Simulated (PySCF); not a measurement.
Structure with atom numbers: `[CH3:1]/[CH:2]=[CH:3]/[CH:4]=[O:5]`. Hydrogens are named by the atom that carries them.

Geometry: PBE0-D3(BJ)/def2-TZVP; GIAO absolute shieldings from PySCF 2.14, gas phase, non-relativistic, averaged over equivalent atoms.

At KT3/pcSseg-2 (264 basis functions, 36 s wall time on 1 thread of an Arm Neoverse V1, shared host):
```tsv
atoms	σ (ppm)
C4	-3.1
C2	28.3
C3	47.6
C1	160.2
O5	-287.0
H(C4)	21.81
H(C2)	24.81
H(C3)	25.45
H(C1)	29.50
```

Problem. Predict the values at PBE0/pcSseg-2 on the same geometry.

Solution. 
```tsv
atoms	σ at PBE0/pcSseg-2	change
C4	-16.5	-13.4
C2	18.0	-10.3
C3	39.6	-8.0
C1	163.6	+3.4
O5	-341.8	-54.8
H(C4)	21.61	-0.20
H(C2)	24.47	-0.34
H(C3)	25.11	-0.34
H(C1)	29.41	-0.09
```

The largest change is at O5 (aldehyde oxygen). Cost: 264 basis functions, 24 s wall time on 1 thread of an Arm Neoverse V1, shared host. The order of the carbon signals is the same at both levels.
